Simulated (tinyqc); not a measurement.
Inside a calculation (part 1 of 2). Method: RKS/PBE0 in the sto-3g basis, for H2O, spin multiplicity 1. Computed by tinyqc, a small Python program that keeps every step (integrals from PySCF). Settings: charge = 0, multiplicity = 1, basis = sto-3g, energy threshold = 1e-09, iteration cap = 57, orthogonalisation = symmetric, start = random, DIIS depth = 0, damping = 0.5, method = RKS, functional = pbe0, grid = [40, 86]. Command: `OMP_NUM_THREADS=1 python tinyqc.py 27149 27150 out.jsonl` (the two numbers bound the seeds that draw the settings). One thread of a shared host (Intel(R) Xeon(R) Processor @ 2.60GHz), about 2 s of CPU time with the checks. Later iterations appear only in the table of the cycle.

## One-electron integrals

Geometry (angstrom):
```
atom         x          y         z
O     0.000000   0.000000  0.000000
H     0.000000   0.834000  0.540000
H     0.000000  -0.834000  0.540000
```

Basis sto-3g: exponents (1/bohr^2) and contraction coefficients of normalised primitives:
```
element  l (shell)    exponent  coefficient
O            s (1)  130.709320     0.154329
O            s (1)   23.808861     0.535328
O            s (1)    6.443608     0.444635
O            s (2)    5.033151    -0.099967
O            s (2)    1.169596     0.399513
O            s (2)    0.380389     0.700115
O            p (3)    5.033151     0.155916
O            p (3)    1.169596     0.607684
O            p (3)    0.380389     0.391957
H            s (1)    3.425251     0.154329
H            s (1)    0.623914     0.535328
H            s (1)    0.168855     0.444635
```

Overlap, kinetic and nuclear-attraction integrals over the contracted functions; the nuclear repulsion is the sum of Za Zb / Rab.

nuclear repulsion = 8.83899137 hartree

overlap S, order 1O 1s, 1O 2s, 1O 2px, 1O 2py, 1O 2pz, 2H 1s, 3H 1s:
```
[[1.000000, 0.236704, 0.000000, 0.000000, 0.000000, 0.049506, 0.049506],
 [0.236704, 1.000000, 0.000000, 0.000000, 0.000000, 0.451255, 0.451255],
 [0.000000, 0.000000, 1.000000, 0.000000, 0.000000, 0.000000, 0.000000],
 [0.000000, 0.000000, 0.000000, 1.000000, 0.000000, 0.319430, -0.319430],
 [0.000000, 0.000000, 0.000000, 0.000000, 1.000000, 0.206825, 0.206825],
 [0.049506, 0.451255, 0.000000, 0.319430, 0.206825, 1.000000, 0.200737],
 [0.049506, 0.451255, 0.000000, -0.319430, 0.206825, 0.200737, 1.000000]]
```

kinetic energy T (hartree), order 1O 1s, 1O 2s, 1O 2px, 1O 2py, 1O 2pz, 2H 1s, 3H 1s:
```
[[29.003200, -0.168011, 0.000000, 0.000000, 0.000000, -0.004777, -0.004777],
 [-0.168011, 0.808128, 0.000000, 0.000000, 0.000000, 0.111847, 0.111847],
 [0.000000, 0.000000, 2.528731, 0.000000, 0.000000, 0.000000, 0.000000],
 [0.000000, 0.000000, 0.000000, 2.528731, 0.000000, 0.215772, -0.215772],
 [0.000000, 0.000000, 0.000000, 0.000000, 2.528731, 0.139708, 0.139708],
 [-0.004777, 0.111847, 0.000000, 0.215772, 0.139708, 0.760032, -0.001211],
 [-0.004777, 0.111847, 0.000000, -0.215772, 0.139708, -0.001211, 0.760032]]
```

nuclear attraction V (hartree), order 1O 1s, 1O 2s, 1O 2px, 1O 2py, 1O 2pz, 2H 1s, 3H 1s:
```
[[-61.683672, -7.435221, 0.000000, 0.000000, -0.015662, -1.597965, -1.597965],
 [-7.435221, -10.105943, 0.000000, 0.000000, -0.186519, -3.616777, -3.616777],
 [0.000000, 0.000000, -9.956079, 0.000000, 0.000000, 0.000000, 0.000000],
 [0.000000, 0.000000, 0.000000, -10.117935, 0.000000, -2.275291, 2.275291],
 [-0.015662, -0.186519, 0.000000, 0.000000, -10.023934, -1.526555, -1.526555],
 [-1.597965, -3.616777, 0.000000, -2.275291, -1.526555, -5.669824, -1.279449],
 [-1.597965, -3.616777, 0.000000, 2.275291, -1.526555, -1.279449, -5.669824]]
```

core Hamiltonian H = T + V (hartree), order 1O 1s, 1O 2s, 1O 2px, 1O 2py, 1O 2pz, 2H 1s, 3H 1s:
```
[[-32.680472, -7.603232, 0.000000, 0.000000, -0.015662, -1.602742, -1.602742],
 [-7.603232, -9.297815, 0.000000, 0.000000, -0.186519, -3.504930, -3.504930],
 [0.000000, 0.000000, -7.427348, 0.000000, 0.000000, 0.000000, 0.000000],
 [0.000000, 0.000000, 0.000000, -7.589204, 0.000000, -2.059519, 2.059519],
 [-0.015662, -0.186519, 0.000000, 0.000000, -7.495203, -1.386847, -1.386847],
 [-1.602742, -3.504930, 0.000000, -2.059519, -1.386847, -4.909793, -1.280660],
 [-1.602742, -3.504930, 0.000000, 2.059519, -1.386847, -1.280660, -4.909793]]
```

## Two-electron integrals

Functions are numbered as in S; the eight-fold symmetry (ij|kl) = (ji|kl) = (kl|ij) leaves the list below.

Two-electron integrals (ij|kl) in chemists' order, unique and non-zero (hartree):
```
(11|11) 4.785065    (21|11) 0.741380    (21|21) 0.136873    (22|11) 1.118947
(22|21) 0.256633    (22|22) 0.817206    (31|31) 0.024477    (32|31) 0.037809
(32|32) 0.180518    (33|11) 1.115814    (33|21) 0.256684    (33|22) 0.817023
(33|33) 0.880159    (41|41) 0.024477    (42|41) 0.037809    (42|42) 0.180518
(43|43) 0.047444    (44|11) 1.115814    (44|21) 0.256684    (44|22) 0.817023
(44|33) 0.785270    (44|44) 0.880159    (51|51) 0.024477    (52|51) 0.037809
(52|52) 0.180518    (53|53) 0.047444    (54|54) 0.047444    (55|11) 1.115814
(55|21) 0.256684    (55|22) 0.817023    (55|33) 0.785270    (55|44) 0.785270
(55|55) 0.880159    (61|11) 0.157396    (61|21) 0.028809    (61|22) 0.053657
(61|33) 0.053554    (61|41) 0.001116    (61|42) 0.002086    (61|44) 0.053777
(61|51) 0.000722    (61|52) 0.001351    (61|54) 0.000144    (61|55) 0.053648
(61|61) 0.006143    (62|11) 0.378941    (62|21) 0.087983    (62|22) 0.309730
(62|33) 0.304501    (62|41) 0.005539    (62|42) 0.042131    (62|44) 0.315347
(62|51) 0.003586    (62|52) 0.027279    (62|54) 0.007022    (62|55) 0.309048
(62|61) 0.018873    (62|62) 0.144756    (63|31) 0.009254    (63|32) 0.053696
(63|43) 0.008777    (63|53) 0.005683    (63|63) 0.020746    (64|11) 0.227641
(64|21) 0.053543    (64|22) 0.201284    (64|33) 0.192129    (64|41) 0.012211
(64|42) 0.079659    (64|44) 0.216508    (64|51) 0.001915    (64|52) 0.016811
(64|54) 0.010102    (64|55) 0.194991    (64|61) 0.011999    (64|62) 0.114266
(64|64) 0.109914    (65|11) 0.147394    (65|21) 0.034668    (65|22) 0.130328
(65|33) 0.124400    (65|41) 0.001915    (65|42) 0.016811    (65|44) 0.128819
(65|51) 0.010494    (65|52) 0.064581    (65|54) 0.011638    (65|55) 0.137619
(65|61) 0.007769    (65|62) 0.073985    (65|64) 0.057734    (65|65) 0.058128
(66|11) 0.515192    (66|21) 0.121564    (66|22) 0.490371    (66|33) 0.470486
(66|41) 0.010008    (66|42) 0.104576    (66|44) 0.512092    (66|51) 0.006480
(66|52) 0.067711    (66|54) 0.026939    (66|55) 0.487928    (66|61) 0.026317
(66|62) 0.287109    (66|64) 0.258778    (66|65) 0.167554    (66|66) 0.774606
(71|11) 0.157396    (71|21) 0.028809    (71|22) 0.053657    (71|33) 0.053554
(71|41) -0.001116   (71|42) -0.002086   (71|44) 0.053777    (71|51) 0.000722
(71|52) 0.001351    (71|54) -0.000144   (71|55) 0.053648    (71|61) 0.006035
(71|62) 0.018207    (71|64) 0.010576    (71|65) 0.007501    (71|66) 0.025068
(71|71) 0.006143    (72|11) 0.378941    (72|21) 0.087983    (72|22) 0.309730
(72|33) 0.304501    (72|41) -0.005539   (72|42) -0.042131   (72|44) 0.315347
(72|51) 0.003586    (72|52) 0.027279    (72|54) -0.007022   (72|55) 0.309048
(72|61) 0.018207    (72|62) 0.115190    (72|64) 0.062956    (72|65) 0.057125
(72|66) 0.185373    (72|71) 0.018873    (72|72) 0.144756    (73|31) 0.009254
(73|32) 0.053696    (73|43) -0.008777   (73|53) 0.005683    (73|63) 0.015884
(73|73) 0.020746    (74|11) -0.227641   (74|21) -0.053543   (74|22) -0.201284
(74|33) -0.192129   (74|41) 0.012211    (74|42) 0.079659    (74|44) -0.216508
(74|51) -0.001915   (74|52) -0.016811   (74|54) 0.010102    (74|55) -0.194991
(74|61) -0.010576   (74|62) -0.062956   (74|64) -0.019073   (74|65) -0.030539
(74|66) -0.090528   (74|71) -0.011999   (74|72) -0.114266   (74|74) 0.109914
(75|11) 0.147394    (75|21) 0.034668    (75|22) 0.130328    (75|33) 0.124400
(75|41) -0.001915   (75|42) -0.016811   (75|44) 0.128819    (75|51) 0.010494
(75|52) 0.064581    (75|54) -0.011638   (75|55) 0.137619    (75|61) 0.007501
(75|62) 0.057125    (75|64) 0.030539    (75|65) 0.043777    (75|66) 0.100419
(75|71) 0.007769    (75|72) 0.073985    (75|74) -0.057734   (75|75) 0.058128
(76|11) 0.128644    (76|21) 0.030103    (76|22) 0.113866    (76|33) 0.111488
(76|44) 0.114079    (76|51) 0.001983    (76|52) 0.017527    (76|55) 0.115910
(76|61) 0.006372    (76|62) 0.051398    (76|64) 0.035149    (76|65) 0.029543
(76|66) 0.102704    (76|71) 0.006372    (76|72) 0.051398    (76|74) -0.035149
(76|75) 0.029543    (76|76) 0.022071    (77|11) 0.515192    (77|21) 0.121564
(77|22) 0.490371    (77|33) 0.470486    (77|41) -0.010008   (77|42) -0.104576
(77|44) 0.512092    (77|51) 0.006480    (77|52) 0.067711    (77|54) -0.026939
(77|55) 0.487928    (77|61) 0.025068    (77|62) 0.185373    (77|64) 0.090528
(77|65) 0.100419    (77|66) 0.313715    (77|71) 0.026317    (77|72) 0.287109
(77|74) -0.258778   (77|75) 0.167554    (77|76) 0.102704    (77|77) 0.774606
```

## Orthogonalisation

S = U s U^T; symmetric (Loewdin) form X = U s^(-1/2) U^T, so that X^T S X = 1.

eigenvalues of S: [0.368155, 0.436874, 0.894138, 1.000000, 1.083857, 1.362389, 1.854587]

X, order 1O 1s, 1O 2s, 1O 2px, 1O 2py, 1O 2pz, 2H 1s, 3H 1s:
```
[[1.024087, -0.141823, 0.000000, 0.000000, -0.008549, 0.021558, 0.021558],
 [-0.141823, 1.222663, 0.000000, 0.000000, 0.090076, -0.278222, -0.278222],
 [0.000000, 0.000000, 1.000000, 0.000000, 0.000000, 0.000000, 0.000000],
 [0.000000, 0.000000, 0.000000, 1.113678, 0.000000, -0.226479, 0.226479],
 [-0.008549, 0.090076, 0.000000, 0.000000, 1.040421, -0.125276, -0.125276],
 [0.021558, -0.278222, 0.000000, -0.226479, -0.125276, 1.184660, -0.071344],
 [0.021558, -0.278222, 0.000000, 0.226479, -0.125276, -0.071344, 1.184660]]
```

## Starting guess

The start is random orthonormal orbitals; D = 2 C_occ C_occ^T.

D at the start, order 1O 1s, 1O 2s, 1O 2px, 1O 2py, 1O 2pz, 2H 1s, 3H 1s:
```
[[0.800208, 0.331008, 0.165136, 0.304865, 0.318050, -0.896194, 0.598957],
 [0.331008, 1.852061, -0.858338, 0.066030, 0.720584, -0.317187, -0.876971],
 [0.165136, -0.858338, 1.273276, 0.242935, 0.393704, 0.341038, 0.684216],
 [0.304865, 0.066030, 0.242935, 2.504945, -0.264122, -0.913060, 0.683908],
 [0.318050, 0.720584, 0.393704, -0.264122, 1.854471, -0.409830, -1.174689],
 [-0.896194, -0.317187, 0.341038, -0.913060, -0.409830, 2.191019, -0.131822],
 [0.598957, -0.876971, 0.684216, 0.683908, -1.174689, -0.131822, 2.203085]]
```

## Iteration 1: exchange-correlation on the grid

Becke grid with 40 radial and 86 angular points per atom, points of zero weight dropped. rho = sum D_ij phi_i phi_j; V_xc,ij = sum w v_xc phi_i phi_j plus the gradient terms; v_xc is d(rho eps)/d rho at fixed gradient. Exact exchange is left to K.

The 8 grid points with the largest w rho, of 10300 (bohr, atomic units):
```
x                  y          z         w       rho  |grad rho|^2     eps_xc       v_xc
-0.652052   0.652052  -0.652052  0.031564  0.412316      1.209735  -0.478728  -0.603407
-0.675186  -0.675186  -0.183844  0.020681  0.625147      2.250918  -0.541195  -0.696329
-0.561413   0.561413  -0.561413  0.021082  0.608489      1.961892  -0.536401  -0.691811
-0.784194  -0.784194  -0.213526  0.030427  0.416499      1.341814  -0.480982  -0.603050
-0.652052  -0.652052  -0.652052  0.031564  0.401472      1.142498  -0.474903  -0.598228
-0.784194   0.213526  -0.784194  0.031489  0.399954      1.118658  -0.474245  -0.597848
-0.784194  -0.213526  -0.784194  0.031489  0.396075      1.096091  -0.472861  -0.595953
-1.047315   0.000000  -0.422665  0.031317  0.397781      1.145405  -0.473794  -0.595823
```

electrons on the grid, sum of w rho = 9.999971

E_xc = sum of w rho eps_xc = -5.21250391 hartree

V_xc (hartree), order 1O 1s, 1O 2s, 1O 2px, 1O 2py, 1O 2pz, 2H 1s, 3H 1s:
```
[[-1.849818, -0.276490, 0.004229, -0.005988, -0.011256, -0.059527, -0.059076],
 [-0.276490, -0.604591, 0.036106, -0.010967, -0.026728, -0.231329, -0.225447],
 [0.004229, 0.036106, -0.578571, -0.007979, -0.022681, 0.005252, 0.006690],
 [-0.005988, -0.010967, -0.007979, -0.627583, 0.004551, -0.160360, 0.150464],
 [-0.011256, -0.026728, -0.022681, 0.004551, -0.598691, -0.106230, -0.102576],
 [-0.059527, -0.231329, 0.005252, -0.160360, -0.106230, -0.423434, -0.080203],
 [-0.059076, -0.225447, 0.006690, 0.150464, -0.102576, -0.080203, -0.406795]]
```

## Iteration 1: building the Kohn-Sham matrix

J_ij = sum D_kl (ij|kl), K_ij = sum D_kl (ik|jl); F = H + J - 0.125 K + V_xc; E = tr D H + tr D J / 2 - 0.0625 tr D K + E_xc + E_nn.

Coulomb J (hartree), order 1O 1s, 1O 2s, 1O 2px, 1O 2py, 1O 2pz, 2H 1s, 3H 1s:
```
[[12.714372, 2.623088, -0.037846, 0.019995, 0.049644, 0.553223, 0.551297],
 [2.623088, 7.478029, -0.187300, 0.075768, 0.252811, 2.961095, 2.918475],
 [-0.037846, -0.187300, 7.391003, 0.017028, 0.049011, -0.044496, -0.049688],
 [0.019995, 0.075768, 0.017028, 7.572109, -0.004784, 1.996590, -1.920204],
 [0.049644, 0.252811, 0.049011, -0.004784, 7.459688, 1.346343, 1.325110],
 [0.553223, 2.961095, -0.044496, 1.996590, 1.346343, 5.162176, 1.115992],
 [0.551297, 2.918475, -0.049688, -1.920204, 1.325110, 1.115992, 5.020622]]
```

exchange K (hartree), order 1O 1s, 1O 2s, 1O 2px, 1O 2py, 1O 2pz, 2H 1s, 3H 1s:
```
[[4.568398, 1.465002, -0.000076, 0.042503, 0.415077, 0.197256, 0.582595],
 [1.465002, 2.402403, -0.440352, 0.129906, 0.292852, 1.089734, 0.968002],
 [-0.000076, -0.440352, 1.613650, 0.133349, 0.461211, 0.057618, 0.084873],
 [0.042503, 0.129906, 0.133349, 2.299056, -0.081332, 0.638691, -0.590375],
 [0.415077, 0.292852, 0.461211, -0.081332, 1.800545, 0.407510, 0.214400],
 [0.197256, 1.089734, 0.057618, 0.638691, 0.407510, 1.574198, 0.368405],
 [0.582595, 0.968002, 0.084873, -0.590375, 0.214400, 0.368405, 1.318799]]
```

Kohn-Sham matrix F (hartree), order 1O 1s, 1O 2s, 1O 2px, 1O 2py, 1O 2pz, 2H 1s, 3H 1s:
```
[[-22.386969, -5.439759, -0.033607, 0.008694, -0.029158, -1.133703, -1.183346],
 [-5.439759, -2.724677, -0.096150, 0.048563, 0.002957, -0.911382, -0.932903],
 [-0.033607, -0.096150, -0.816623, -0.007619, -0.031322, -0.046446, -0.053608],
 [0.008694, 0.048563, -0.007619, -0.932060, 0.009934, -0.303125, 0.363576],
 [-0.029158, 0.002957, -0.031322, 0.009934, -0.859275, -0.197672, -0.191114],
 [-1.133703, -0.911382, -0.046446, -0.303125, -0.197672, -0.367825, -0.290921],
 [-1.183346, -0.932903, -0.053608, 0.363576, -0.191114, -0.290921, -0.460816]]
```

total energy of this density = -53.39277230 hartree

This density is the starting one.

## Iteration 1: diagonalisation and new density

Diagonalise F' = X^T F X, C = X C', fill 5 alpha and 5 beta electrons from the bottom; D = 2 C_occ C_occ^T; the new density keeps 0.5 of the old one (damping). Each column has its largest component positive (the first on a tie).

F' = X^T F X (hartree):
```
[[-22.044178, -2.646155, -0.022669, -0.007688, -0.045446, -0.181067, -0.242211],
 [-2.646155, -1.660271, -0.087777, 0.048647, 0.076511, -0.383972, -0.355818],
 [-0.022669, -0.087777, -0.816623, -0.010107, -0.028427, -0.019522, -0.031968],
 [-0.007688, 0.048647, -0.010107, -0.832356, 0.011706, -0.219836, 0.240747],
 [-0.045446, 0.076511, -0.028427, 0.011706, -0.828564, -0.125301, -0.100802],
 [-0.181067, -0.383972, -0.019522, -0.219836, -0.125301, 0.059368, -0.080873],
 [-0.242211, -0.355818, -0.031968, 0.240747, -0.100802, -0.080873, -0.043089]]
```

orbital energies (hartree): [-22.388199, -1.502212, -0.934448, -0.875000, -0.788170, 0.096069, 0.226248]

coefficients C, order 1O 1s, 1O 2s, 1O 2px, 1O 2py, 1O 2pz, 2H 1s, 3H 1s:
```
[[0.998118, -0.248967, -0.018144, 0.011881, 0.030468, 0.084638, 0.055535],
 [0.008393, 1.025728, 0.082803, -0.067354, -0.125942, -0.660686, -0.402492],
 [0.001590, 0.129067, 0.082704, 0.424827, 0.892102, -0.008696, 0.010007],
 [0.000618, -0.084335, 0.953402, 0.057864, -0.094308, 0.335438, -0.549561],
 [0.001908, -0.005020, -0.097659, 0.890969, -0.415413, -0.324657, -0.201714],
 [-0.002981, -0.002286, 0.038336, 0.032256, -0.029599, 0.268373, 1.215707],
 [0.000284, -0.016110, -0.067028, 0.019238, 0.015071, 1.189477, -0.364913]]
```

D after iteration 1, order 1O 1s, 1O 2s, 1O 2px, 1O 2py, 1O 2pz, 2H 1s, 3H 1s:
```
[[1.459726, -0.087631, 0.082748, 0.154561, 0.161880, -0.451718, 0.305677],
 [-0.087631, 2.005473, -0.430886, 0.033441, 0.339379, -0.156233, -0.463751],
 [0.082748, -0.430886, 1.636462, 0.129883, 0.196047, 0.160688, 0.356103],
 [0.154561, 0.033441, 0.129883, 2.180802, -0.134013, -0.415131, 0.279100],
 [0.161880, 0.339379, 0.196047, -0.134013, 1.903195, -0.167618, -0.569838],
 [-0.451718, -0.156233, 0.160688, -0.415131, -0.167618, 1.098910, -0.068270],
 [0.305677, -0.463751, 0.356103, 0.279100, -0.569838, -0.068270, 1.106892]]
```

## Iteration 2: exchange-correlation on the grid

As before.

The 8 grid points with the largest w rho, of 10300 (bohr, atomic units):
```
x                  y          z         w       rho  |grad rho|^2     eps_xc       v_xc
-0.652052   0.652052  -0.652052  0.031564  0.404203      1.155145  -0.475841  -0.599638
-0.652052  -0.652052  -0.652052  0.031564  0.400248      1.128353  -0.474413  -0.597799
-0.784194   0.213526  -0.784194  0.031489  0.400829      1.126708  -0.474579  -0.598204
-0.784194  -0.213526  -0.784194  0.031489  0.399430      1.117799  -0.474076  -0.597540
-0.561413   0.561413  -0.561413  0.021082  0.595711      1.858482  -0.532898  -0.687315
-1.047315   0.000000  -0.422665  0.031317  0.400756      1.145470  -0.474707  -0.597706
-0.675186  -0.675186  -0.183844  0.020681  0.605694      2.002854  -0.535773  -0.690263
-0.561413  -0.561413  -0.561413  0.021082  0.589031      1.806691  -0.531048  -0.684930
```

electrons on the grid, sum of w rho = 10.000111

E_xc = sum of w rho eps_xc = -6.25361176 hartree

V_xc (hartree), order 1O 1s, 1O 2s, 1O 2px, 1O 2py, 1O 2pz, 2H 1s, 3H 1s:
```
[[-2.124078, -0.303142, 0.001850, -0.002477, -0.004691, -0.065030, -0.064842],
 [-0.303142, -0.627670, 0.014558, -0.004622, -0.011889, -0.229813, -0.226672],
 [0.001850, 0.014558, -0.614113, -0.003249, -0.008672, 0.002037, 0.002598],
 [-0.002477, -0.004622, -0.003249, -0.634879, 0.001585, -0.151834, 0.146782],
 [-0.004691, -0.011889, -0.008672, 0.001585, -0.622187, -0.099673, -0.097382],
 [-0.065030, -0.229813, 0.002037, -0.151834, -0.099673, -0.376384, -0.077710],
 [-0.064842, -0.226672, 0.002598, 0.146782, -0.097382, -0.077710, -0.365690]]
```

## Iteration 2: building the Kohn-Sham matrix

As before.

Coulomb J (hartree), order 1O 1s, 1O 2s, 1O 2px, 1O 2py, 1O 2pz, 2H 1s, 3H 1s:
```
[[15.551470, 3.062296, -0.018967, 0.009950, 0.024817, 0.645063, 0.644106],
 [3.062296, 8.095698, -0.093809, 0.037528, 0.128922, 3.091168, 3.069906],
 [-0.018967, -0.093809, 8.048819, 0.008894, 0.024476, -0.022254, -0.024914],
 [0.009950, 0.037528, 0.008894, 8.138011, -0.002217, 2.027929, -1.989917],
 [0.024817, 0.128922, 0.024476, -0.002217, 8.082866, 1.341049, 1.330282],
 [0.645063, 3.091168, -0.022254, 2.027929, 1.341049, 5.058760, 1.140795],
 [0.644106, 3.069906, -0.024914, -1.989917, 1.330282, 1.140795, 4.987795]]
```

exchange K (hartree), order 1O 1s, 1O 2s, 1O 2px, 1O 2py, 1O 2pz, 2H 1s, 3H 1s:
```
[[7.197883, 1.585964, -0.000077, 0.021697, 0.207955, 0.287172, 0.480728],
 [1.585964, 2.621445, -0.220345, 0.063923, 0.146233, 1.069393, 1.003079],
 [-0.000077, -0.220345, 1.978979, 0.068896, 0.230477, 0.026744, 0.045659],
 [0.021697, 0.063923, 0.068896, 2.305716, -0.040404, 0.609931, -0.591910],
 [0.207955, 0.146233, 0.230477, -0.040404, 2.067315, 0.397692, 0.295203],
 [0.287172, 1.069393, 0.026744, 0.609931, 0.397692, 1.148146, 0.340388],
 [0.480728, 1.003079, 0.045659, -0.591910, 0.295203, 0.340388, 1.016585]]
```

Kohn-Sham matrix F (hartree), order 1O 1s, 1O 2s, 1O 2px, 1O 2py, 1O 2pz, 2H 1s, 3H 1s:
```
[[-20.152816, -5.042323, -0.017108, 0.004761, -0.021530, -1.058605, -1.083568],
 [-5.042323, -2.157467, -0.051708, 0.024916, -0.087766, -0.777250, -0.787081],
 [-0.017108, -0.051708, -0.240014, -0.002966, -0.013006, -0.023560, -0.028024],
 [0.004761, 0.024916, -0.002966, -0.374287, 0.004418, -0.259666, 0.290373],
 [-0.021530, -0.087766, -0.013006, 0.004418, -0.292939, -0.195182, -0.190848],
 [-1.058605, -0.777250, -0.023560, -0.259666, -0.195182, -0.370934, -0.260123],
 [-1.083568, -0.787081, -0.028024, 0.290373, -0.190848, -0.260123, -0.414762]]
```

total energy of this density = -64.70667533 hartree

This density is a damped mixture and is not idempotent.
